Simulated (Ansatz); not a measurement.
# Active spaces for CH4S, singlet

Program: Ansatz, Gaussian basis, development build. Basis cc-pVDZ on C/H, cc-pV(D+d)Z on S, nonrelativistic, 6 orbitals frozen in the corrections. State-specific CASSCF; RHF is the lowest restricted (open-shell) Hartree–Fock solution met. No symmetry is imposed, so a solution can break that of the shape. Lower solutions, or ones in other orbitals, may exist.

Geometry:

```tsv
atom	x (Å)	y (Å)	z (Å)
C	0.0000	-0.0174	-1.2689
S	0.0000	0.0854	0.7242
H	0.0000	-1.2357	0.9510
H	0.0000	1.0098	-1.6342
H	0.8923	-0.5177	-1.6454
H	-0.8923	-0.5177	-1.6454
```

Task: What do CASSCF and its corrections give against RHF in CAS(2,2), and what are the occupations?

Result: CASSCF -0.551 eV, SC-NEVPT2 -7.844 eV; occupations 1.96, 0.04.

Task: How do single-reference totals in the same basis and frozen core stand against SC-NEVPT2 in CAS(2,2)?

Result: CCSD(T) -1.254 eV. Coupled cluster stands on the determinant that it favours, which can lie over the RHF solution above, and is in doubt where the occupations are far from 0, 1 and 2.
